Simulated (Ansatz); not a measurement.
Input file:

```yaml
crystal:
  periodic: [false, false, false]
  atoms:
    - {symbol: N, position_ang: [0.000346, -0.000071, -0.066679]}
    - {symbol: H, position_ang: [0.938533, 0.012953, 0.313733]}
    - {symbol: H, position_ang: [-0.482601, 0.808210, 0.305505]}
    - {symbol: H, position_ang: [-0.460745, -0.820176, 0.307354]}
basis:
  gaussian: {orbitals: 6-31G}
correlation: {method: fic_mrcisd_q, electrons: outside_noble_gas, active_space: {window: {electrons: 2, orbitals: 2}}}
```

```sh
$ ansatz run in.yaml --threads 1 --pin off --events-out ev --progress --plain --max-ram 2393MiB
```

Output:

```
228 factors; integrals over basis functions are off by at most 2.9e-4 eV
mean field evaluation 1: about -1526.8363 eV, gradient 2.6e1 eV
mean field evaluation 2: about -1526.8335 eV, gradient 2.6e1 eV
mean field evaluation 4: about -1528.2233 eV, gradient 1.3e0 eV
mean field evaluation 8: about -1528.2289 eV, gradient 6.7e-4 eV
mean field -1528.22885322 eV, -56.1613744852 hartree, gradient 1.5e-6 eV, S^2 0.000000; 0 other end points of the search recorded, 0 dependent functions left out
reference -1528.22885322 eV, -56.1613744852 hartree; 5, 5 occupied and 10, 10 virtual orbitals, 228 factors
state -1528.73407635 eV, -56.1799410929 hartree
contracted CI cycle   1: correlation 0.00000000 eV, 0.0000000000 hartree, residual 1.52e1 eV
contracted CI cycle   2: correlation -2.76413521 eV, -0.1015800954 hartree, residual 2.95e0 eV
contracted CI cycle   3: correlation -2.89051636 eV, -0.1062245169 hartree, residual 7.35e-1 eV
contracted CI cycle   4: correlation -2.89889903 eV, -0.1065325744 hartree, residual 1.71e-1 eV
contracted CI cycle   5: correlation -2.89936941 eV, -0.1065498606 hartree, residual 5.02e-2 eV
contracted CI cycle   6: correlation -2.89941149 eV, -0.1065514070 hartree, residual 1.86e-2 eV
contracted CI cycle   7: correlation -2.89941767 eV, -0.1065516342 hartree, residual 6.78e-3 eV
contracted CI cycle   8: correlation -2.89941860 eV, -0.1065516683 hartree, residual 2.34e-3 eV
contracted CI cycle   9: correlation -2.89941871 eV, -0.1065516724 hartree, residual 8.79e-4 eV
state -1528.73407635 eV, -56.1799410929 hartree; corrected -1531.75138191 eV, -56.2908250268 hartree
Total energy: -1531.75138191 eV, -56.2908250268 hartree
```

For the same geometry and basis full CI lies 27.2 meV lower.

Ran on 1 thread of Arm Neoverse V1, shared host: 0.24 s wall, 0.07 GiB peak host memory.
